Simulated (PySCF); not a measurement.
SiH (charge +1 and singlet state).
InChI=1S/HSi/h1H/q+1

Computed, not measured: PBE0-D3(BJ)/def2-SVP geometry optimisation, gas phase (PySCF 2.14.0).

Take the most abundant isotopes and a rigid rotor. 

**Question.** What are the moment of inertia and the rotational constant?

**Answer.** I = 2.265 u·Å², B = 505379 MHz·u·Å²/I = 223101 MHz (7.4418 cm⁻¹, or 10.707 K as hB/k). For two atoms I = μr² with μ = 0.9728 u and r = 1.5260 Å.

**Question.** List the first levels of a rigid rotor in a Σ state.

**Answer.** E(J) = BJ(J+1): J = 1: 14.884, J = 2: 44.651, J = 3: 89.302, J = 4: 148.837, J = 5: 223.255, J = 6: 312.557 cm⁻¹.

**Question.** Where do the first rotational lines fall?

**Answer.** The dipole is 0.56 D (about the centre of mass, as the species is charged); J+1 ← J lies at 2B(J+1): 1 ← 0 at 446.20 GHz, 2 ← 1 at 892.40 GHz, 3 ← 2 at 1338.60 GHz, 4 ← 3 at 1784.81 GHz, 5 ← 4 at 2231.01 GHz, 6 ← 5 at 2677.21 GHz.

**Question.** Estimate the classical rotational partition function at 100 K.

**Answer.** Point group C∞v, symmetry number σ = 1; q = kT/(σhB), k/h = 20836.6 MHz/K: 9.3 at 100 K.

Whether it is a minimum is left open (no frequencies). Zero-point vibration and centrifugal distortion are left out.

On one thread, Arm Neoverse V1 (aarch64), no GPU, shared host with 32 logical CPUs at a one-minute load of 45, this took 0.76 s and 0.21 GiB of memory at its peak. That covers the optimisation of the geometry.
